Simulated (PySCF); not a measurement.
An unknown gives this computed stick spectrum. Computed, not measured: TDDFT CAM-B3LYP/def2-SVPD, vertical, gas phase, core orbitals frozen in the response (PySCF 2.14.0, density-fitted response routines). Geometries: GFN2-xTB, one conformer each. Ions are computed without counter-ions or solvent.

```json
{"state": "S1", "E (eV)": "6.83", "f": "0.246", "main configurations (H = HOMO, L = LUMO)": "H→L (95%)"}
{"state": "S2", "E (eV)": "7.55", "f": "0.019", "main configurations (H = HOMO, L = LUMO)": "H→L+1 (91%)"}
{"state": "S3", "E (eV)": "7.89", "f": "0.0005", "main configurations (H = HOMO, L = LUMO)": "H→L+2 (87%), H→L+3 (8%)"}
{"state": "S4", "E (eV)": "7.92", "f": "0.0009", "main configurations (H = HOMO, L = LUMO)": "H-2→L (51%), H-1→L (41%)"}
{"state": "S5", "E (eV)": "8.39", "f": "0.0089", "main configurations (H = HOMO, L = LUMO)": "H-1→L (45%), H-2→L (36%), H-6→L (10%)"}
{"state": "S6", "E (eV)": "8.50", "f": "0.024", "main configurations (H = HOMO, L = LUMO)": "H→L+3 (67%), H→L+4 (10%)"}
{"state": "S7", "E (eV)": "8.93", "f": "0.030", "main configurations (H = HOMO, L = LUMO)": "H→L+4 (71%), H→L+6 (11%)"}
{"state": "S8", "E (eV)": "9.01", "f": "0.0022", "main configurations (H = HOMO, L = LUMO)": "H-4→L (86%)"}
```

Orbital energies (eV): HOMO-3 -16.69, HOMO-2 -16.32, HOMO-1 -16.18, HOMO -13.98, LUMO -4.15, LUMO+1 -2.97, LUMO+2 -2.86.

**Question.** Which structure fits? All have the formula [C5H10P]+.
A. `C#C[PH2+]C(C)C`
B. `CC[P@H+]1C=C1C`
C. `C#CC[PH+](C)C`
D. `C[P@@H+]1C=CCC1`

**Answer.** D. Its S1, at 6.83 eV, is the highest among the candidates; the nearest of the others has S1 at 6.48 eV. S1 is HOMO→LUMO (95%). Löwdin shares by element: HOMO carbon 74% or more, phosphorus 7% (atoms not listed hold the other 19%); LUMO carbon 59% or more, phosphorus 13%, hydrogen 5% or more (atoms not listed hold the other 22%). At the same level the other candidates give, for their lowest levels:
- `C#C[PH2+]C(C)C`: 5.91 eV (f 0.000); 6.17 eV (f 0.005); 6.17 eV (f 0.001); 8.26 eV (f 0.434); 8.39 eV (f 0.016); T1 4.86 eV; HOMO -14.85, LUMO -4.48 eV
- `CC[P@H+]1C=C1C`: 6.48 eV (f 0.007); 6.51 eV (f 0.004); 7.04 eV (f 0.085); 7.52 eV (f 0.135); 7.57 eV (f 0.094); T1 4.83 eV; HOMO -14.62, LUMO -4.41 eV
- `C#CC[PH+](C)C`: 6.42 eV (f 0.000); 6.77 eV (f 0.018); 6.93 eV (f 0.001); 7.84 eV (f 0.005); 7.85 eV (f 0.006); T1 5.40 eV; HOMO -13.65, LUMO -3.26 eV
Triplets come from the Tamm–Dancoff approximation.
